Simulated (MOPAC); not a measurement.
Input for MOPAC: AM1 on CH7NO (a complex).

```
AM1 1SCF PRECISE CHARGE=0 THREADS=1
CH7NO

N     -0.80436863 1    -0.69219687 1    -0.35724871 1
H     -0.90005563 1    -1.66102787 1    -0.08139571 1
H     -1.39350863 1    -0.57876187 1    -1.17200871 1
C     -1.28781363 1     0.17588313 1     0.72312829 1
H     -1.18366463 1     1.21294913 1     0.41527629 1
H     -2.32564163 1     0.00247913 1     1.01425929 1
H     -0.65592763 1     0.03619813 1     1.59636929 1
O      1.85803137 1     0.51852113 1    -0.25348871 1
H      1.04051437 1     0.02224913 1    -0.42664171 1
H      2.43993337 1     0.26002313 1    -0.96923471 1
```

Program output:

```
*******************************************************************************
 **                                                                           **
 **                              MOPAC v23.2.5                                **
 **                                                                           **
 *******************************************************************************
 ** MOPAC's Digital Object Identifier: https://doi.org/10.5281/zenodo.6511958 **
 **                                                                           **
 ** Please cite the open-source release paper for use of this MOPAC version:  **
 ** J. E. Moussa and J. J. P. Stewart (2026)                                  **
 ** MOPAC: An open-source semiempirical molecular orbital program             **
 ** J. Open Source Softw., 11(119), 8025, https://doi.org/10.21105/joss.08025 **
 *******************************************************************************

                              AM1 CALCULATION RESULTS

 *******************************************************************************
 *  AM1        - The AM1 Hamiltonian to be used
 *
 *
 *
 *                 CHARGE ON SYSTEM = 0
 *
 *
 *
 *  PRECISE    - TIGHTER CRITERIA TO BE USED
 *  1SCF       - DO 1 SCF AND THEN STOP
 *  THREADS=1  - MULTI-THREADING NOT USED
 *  T=         - A TIME OF 172800.0 SECONDS REQUESTED
 *  DUMP=N     - RESTART FILE WRITTEN EVERY 7200.0 SECONDS REQUESTED
 *******************************************************************************
AM1 1SCF PRECISE CHARGE=0 THREADS=1
 CH7NO

   ATOM   CHEMICAL          X               Y               Z
  NUMBER   SYMBOL      (ANGSTROMS)     (ANGSTROMS)     (ANGSTROMS)

     1       N         -0.80436863  *  -0.69219687  *  -0.35724871  *
     2       H         -0.90005563  *  -1.66102787  *  -0.08139571  *
     3       H         -1.39350863  *  -0.57876187  *  -1.17200871  *
     4       C         -1.28781363  *   0.17588313  *   0.72312829  *
     5       H         -1.18366463  *   1.21294913  *   0.41527629  *
     6       H         -2.32564163  *   0.00247913  *   1.01425929  *
     7       H         -0.65592763  *   0.03619813  *   1.59636929  *
     8       O          1.85803137  *   0.51852113  *  -0.25348871  *
     9       H          1.04051437  *   0.02224913  *  -0.42664171  *
    10       H          2.43993337  *   0.26002313  *  -0.96923471  *



          CARTESIAN COORDINATES

    NO.       ATOM           X           Y           Z

     1         N         -0.8044     -0.6922     -0.3572
     2         H         -0.9001     -1.6610     -0.0814
     3         H         -1.3935     -0.5788     -1.1720
     4         C         -1.2878      0.1759      0.7231
     5         H         -1.1837      1.2129      0.4153
     6         H         -2.3256      0.0025      1.0143
     7         H         -0.6559      0.0362      1.5964
     8         O          1.8580      0.5185     -0.2535
     9         H          1.0405      0.0222     -0.4266
    10         H          2.4399      0.2600     -0.9692

  H: (AM1): M.J.S. DEWAR ET AL, J. AM. CHEM. SOC. 107 3902-3909 (1985)
  C: (AM1): M.J.S. DEWAR ET AL, J. AM. CHEM. SOC. 107 3902-3909 (1985)
  N: (AM1): M.J.S. DEWAR ET AL, J. AM. CHEM. SOC. 107 3902-3909 (1985)
  O: (AM1): M.J.S. DEWAR ET AL, J. AM. CHEM. SOC. 107 3902-3909 (1985)

           Empirical Formula: C H7 N O  =    10 atoms



      MOLECULAR POINT GROUP   :   C1


      RHF CALCULATION, NO. OF DOUBLY OCCUPIED LEVELS = 11


 -------------------------------------------------------------------------------
 AM1 1SCF PRECISE CHARGE=0 THREADS=1
 CH7NO



     1SCF WAS SPECIFIED, SO BFGS WAS NOT USED
     SCF FIELD WAS ACHIEVED


                              AM1 CALCULATION
                                                       MOPAC v23.2.5 Linux




          FINAL HEAT OF FORMATION =        -64.70241 KCAL/MOL =    -270.71490 KJ/MOL


          COSMO AREA              =         99.79 SQUARE ANGSTROMS
          COSMO VOLUME            =         77.58 CUBIC ANGSTROMS

          IONIZATION POTENTIAL    =         10.388952 EV
          HOMO LUMO ENERGIES (EV) =        -10.389  3.471
          NO. OF FILLED LEVELS    =         11
          MOLECULAR WEIGHT        =         49.0724         POINT GROUP:  C1

          MOLECULAR DIMENSIONS (Angstroms)

            Atom       Atom       Distance
            H    10    H     6     5.16830
            H     2    H     5     2.91401
            H     7    H     3     2.74279


          SCF CALCULATIONS        =          1





   ATOM   CHEMICAL          X               Y               Z
  NUMBER   SYMBOL      (ANGSTROMS)     (ANGSTROMS)     (ANGSTROMS)

     1       N         -0.80436863  *  -0.69219687  *  -0.35724871  *
     2       H         -0.90005563  *  -1.66102787  *  -0.08139571  *
     3       H         -1.39350863  *  -0.57876187  *  -1.17200871  *
     4       C         -1.28781363  *   0.17588313  *   0.72312829  *
     5       H         -1.18366463  *   1.21294913  *   0.41527629  *
     6       H         -2.32564163  *   0.00247913  *   1.01425929  *
     7       H         -0.65592763  *   0.03619813  *   1.59636929  *
     8       O          1.85803137  *   0.51852113  *  -0.25348871  *
     9       H          1.04051437  *   0.02224913  *  -0.42664171  *
    10       H          2.43993337  *   0.26002313  *  -0.96923471  *

                             CARTESIAN COORDINATES

   1    N       -0.804368630    -0.692196870    -0.357248710
   2    H       -0.900055630    -1.661027870    -0.081395710
   3    H       -1.393508630    -0.578761870    -1.172008710
   4    C       -1.287813630     0.175883130     0.723128290
   5    H       -1.183664630     1.212949130     0.415276290
   6    H       -2.325641630     0.002479130     1.014259290
   7    H       -0.655927630     0.036198130     1.596369290
   8    O        1.858031370     0.518521130    -0.253488710
   9    H        1.040514370     0.022249130    -0.426641710
  10    H        2.439933370     0.260023130    -0.969234710


           Empirical Formula: C H7 N O  =    10 atoms



      MOLECULAR POINT GROUP   :   C1


                  EIGENVALUES
 -35.93764 -35.06905 -25.96250 -17.47761 -17.10608 -15.76168 -14.45488 -13.91418
 -12.76706 -11.67556 -10.38895   3.47135   4.20800   4.22092   4.93615   5.31432
   5.68390   5.71800   7.10885


              NET ATOMIC CHARGES AND DIPOLE CONTRIBUTIONS

  ATOM NO.   TYPE          CHARGE      No. of ELECS.   s-Pop       p-Pop
    1          N          -0.334598        5.3346     1.61218     3.72242
    2          H           0.135050        0.8650     0.86495
    3          H           0.134059        0.8659     0.86594
    4          C          -0.147303        4.1473     1.22058     2.92672
    5          H           0.090664        0.9093     0.90934
    6          H           0.045268        0.9547     0.95473
    7          H           0.092011        0.9080     0.90799
    8          O          -0.419331        6.4193     1.86256     4.55677
    9          H           0.224127        0.7759     0.77587
   10          H           0.180053        0.8199     0.81995
 DIPOLE           X         Y         Z       TOTAL
 POINT-CHG.    -1.100    -0.713    -0.425     1.378
 HYBRID        -1.181    -0.853    -0.473     1.532
 SUM           -2.281    -1.566    -0.898     2.909


          ATOMIC ORBITAL ELECTRON POPULATIONS

     Atom    s        px        py        pz
    1  N   1.61218   1.54868   1.09530   1.07844
    2  H   0.86495
    3  H   0.86594
    4  C   1.22058   0.98351   0.98722   0.95599
    5  H   0.90934
    6  H   0.95473
    7  H   0.90799
    8  O   1.86256   1.31114   1.72855   1.51708
    9  H   0.77587
   10  H   0.81995

 **********************
 *                    *
 * JOB ENDED NORMALLY *
 *                    *
 **********************




 == MOPAC DONE ==
```

The run finished.

Cost: about 0.020 core-seconds (a rough figure).
